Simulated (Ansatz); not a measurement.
Input file:

```yaml
crystal:
  periodic: [false, false, false]
  atoms:
    - {symbol: Ti, position_ang: [0.044707, -0.003592, 0.698276]}
    - {symbol: C, position_ang: [-0.120167, -0.671523, -1.233372]}
    - {symbol: O, position_ang: [-0.043546, 0.514858, -1.163213]}
basis:
  gaussian: {orbitals: def2-SVP}
correlation: {method: fic_mrcisd_q, electrons: outside_noble_gas, active_space: {window: {electrons: 8, orbitals: 8}}}
```

```sh
$ ansatz run in.yaml --threads 1 --pin off --events-out ev --progress --plain --max-ram 2393MiB
```

(1) Roughly how long does this take on 1 thread of Arm Neoverse V2, shared host, and how much host memory?

```
624 factors; integrals over basis functions are off by at most 1.0e-3 eV
mean field evaluation 1: about -26134.1063 eV, gradient 4.5e1 eV
mean field evaluation 2: about -26134.5055 eV, gradient 4.6e1 eV
mean field evaluation 4: about -26143.4477 eV, gradient 1.3e1 eV
mean field evaluation 8: about -26144.2045 eV, gradient 1.6e0 eV
mean field evaluation 16: about -26144.3045 eV, gradient 9.6e-2 eV
mean field evaluation 32: about -26140.2250 eV, gradient 8.6e0 eV
mean field evaluation 64: about -26143.6456 eV, gradient 5.5e-2 eV
mean field evaluation 96: about -26143.6456 eV, gradient 3.1e-5 eV
mean field evaluation 128: about -26144.0997 eV, gradient 1.1e0 eV
mean field evaluation 160: about -26136.3836 eV, gradient 3.5e1 eV
...
contracted CI cycle   5: correlation -7.04149744 eV, -0.2587702579 hartree, residual 2.95e-1 eV
contracted CI cycle   6: correlation -7.04289384 eV, -0.2588215747 hartree, residual 1.35e-1 eV
contracted CI cycle   7: correlation -7.04322457 eV, -0.2588337288 hartree, residual 7.44e-2 eV
contracted CI cycle   8: correlation -7.04333686 eV, -0.2588378556 hartree, residual 4.65e-2 eV
contracted CI cycle   9: correlation -7.04337973 eV, -0.2588394311 hartree, residual 2.84e-2 eV
contracted CI cycle  10: correlation -7.04339401 eV, -0.2588399558 hartree, residual 1.45e-2 eV
contracted CI cycle  11: correlation -7.04339760 eV, -0.2588400875 hartree, residual 7.21e-3 eV
contracted CI cycle  12: correlation -7.04339851 eV, -0.2588401211 hartree, residual 3.74e-3 eV
contracted CI cycle  13: correlation -7.04339877 eV, -0.2588401306 hartree, residual 2.01e-3 eV
contracted CI cycle  14: correlation -7.04339884 eV, -0.2588401332 hartree, residual 9.93e-4 eV
state -26148.46688550 eV, -960.9384339748 hartree; corrected -26156.19512357 eV, -961.2224414852 hartree
state -26148.09351194 eV, -960.9247127494 hartree; corrected -26156.25825155 eV, -961.2247613957 hartree
the orbitals are reached from a further start. From the first start the search ends at -26148.43883801 eV, -960.9374032484 hartree
WARN: the results are in doubt because another end's mean lies 0.394 eV lower, and its corrected mean 0.037 eV higher
Total energy: -26156.25825155 eV, -961.2247613957 hartree
In doubt: another end's mean lies 0.394 eV lower, and its corrected mean 0.037 eV higher
```

Natural occupations: 1.9834 1.9567 1.7988 1.5443 0.4099 0.2140 0.0515 0.0414.

Results:

(1) 37 s wall and 0.27 GiB.
